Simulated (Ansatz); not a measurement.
Geometry optimisation, RKS r2SCAN/6-31G* in Ansatz 0.2.0.

Input file:

```yaml
crystal:
  periodic: [false, false, false]
  atoms:
    - { symbol: Al, position_ang: [0.118244, 0.355492, 0.1264] }
    - { symbol: C, position_ang: [-0.038837, 0.25331, 2.089093] }
    - { symbol: H, position_ang: [-1.027395, -0.092224, 2.422121] }
    - { symbol: H, position_ang: [0.731582, -0.391983, 2.53385] }
    - { symbol: H, position_ang: [0.099813, 1.240527, 2.558011] }
    - { symbol: H, position_ang: [1.564982, 0.405219, -0.551479] }
    - { symbol: H, position_ang: [-1.176719, 0.647169, -0.764768] }
    - { symbol: "N", position_ang: [-0.305355, -2.599516, 0.952737] }
    - { symbol: H, position_ang: [-1.149639, -3.14839, 0.803408] }
    - { symbol: H, position_ang: [0.459556, -3.242561, 1.152599] }
    - { symbol: H, position_ang: [-0.445832, -2.015143, 1.799928] }
basis:
  gaussian: { orbitals: "6-31G*" }
hamiltonian:
  xc: r2scan
relax:
  f_tol: 0.03
  max_steps: 50
```

Run as:

```bash
$ ansatz run input.yaml --threads 1 --pin off --max-ram 2048MiB --backend cpu --events-out ev --progress --plain --runs-dir out
```

Problem. Where does it end, and by what steps?

Solution. The run converged. The force dipped under the threshold on the way, but the program's further checks kept it going. After 18 steps the energy has fallen by 1.029 eV; H9 moved furthest, 1.21 Å. Joined: Al1–N8.

```json
{"step": "0", "energy less start (eV)": "0.0000", "largest force component (eV/Å)": "0.975", "accepted": "yes"}
{"step": "1", "energy less start (eV)": "-0.2487", "largest force component (eV/Å)": "1.310", "accepted": "yes"}
{"step": "2", "energy less start (eV)": "-0.4712", "largest force component (eV/Å)": "0.848", "accepted": "yes"}
{"step": "3", "energy less start (eV)": "-0.7862", "largest force component (eV/Å)": "1.259", "accepted": "yes"}
{"step": "4", "energy less start (eV)": "-0.9013", "largest force component (eV/Å)": "1.354", "accepted": "yes"}
{"step": "5", "energy less start (eV)": "-0.9763", "largest force component (eV/Å)": "0.748", "accepted": "yes"}
{"step": "6", "energy less start (eV)": "-1.0004", "largest force component (eV/Å)": "0.530", "accepted": "yes"}
{"step": "7", "energy less start (eV)": "-1.0112", "largest force component (eV/Å)": "0.086", "accepted": "yes"}
{"step": "8", "energy less start (eV)": "-1.0174", "largest force component (eV/Å)": "0.061", "accepted": "yes"}
{"step": "9", "energy less start (eV)": "-0.9870", "largest force component (eV/Å)": "0.936", "accepted": "no"}
{"step": "10", "energy less start (eV)": "-1.0147", "largest force component (eV/Å)": "0.222", "accepted": "no"}
{"step": "11", "energy less start (eV)": "-1.0201", "largest force component (eV/Å)": "0.018", "accepted": "yes"}
{"step": "12", "energy less start (eV)": "-1.0215", "largest force component (eV/Å)": "0.211", "accepted": "yes"}
{"step": "13", "energy less start (eV)": "-1.0244", "largest force component (eV/Å)": "0.051", "accepted": "yes"}
{"step": "14", "energy less start (eV)": "-1.0270", "largest force component (eV/Å)": "0.008", "accepted": "yes"}
{"step": "15", "energy less start (eV)": "-1.0081", "largest force component (eV/Å)": "0.706", "accepted": "no"}
{"step": "16", "energy less start (eV)": "-1.0272", "largest force component (eV/Å)": "0.184", "accepted": "yes"}
{"step": "17", "energy less start (eV)": "-1.0284", "largest force component (eV/Å)": "0.051", "accepted": "yes"}
{"step": "18", "energy less start (eV)": "-1.0290", "largest force component (eV/Å)": "0.004", "accepted": "yes"}
```

```xyz
11
Properties=species:S:1:pos:R:3
Al -0.061 -0.250 0.426
C 0.070 0.432 2.282
H -0.836 0.240 2.875
H 0.920 0.008 2.838
H 0.214 1.522 2.296
H 1.289 -0.316 -0.455
H -1.433 0.017 -0.382
N -0.301 -2.288 0.767
H -0.440 -2.789 -0.111
H 0.518 -2.689 1.225
H -1.110 -2.475 1.360
```

Time of the run: 80 s on 1 thread of Arm Neoverse V1, on a shared host, peak memory 0.15 GiB.
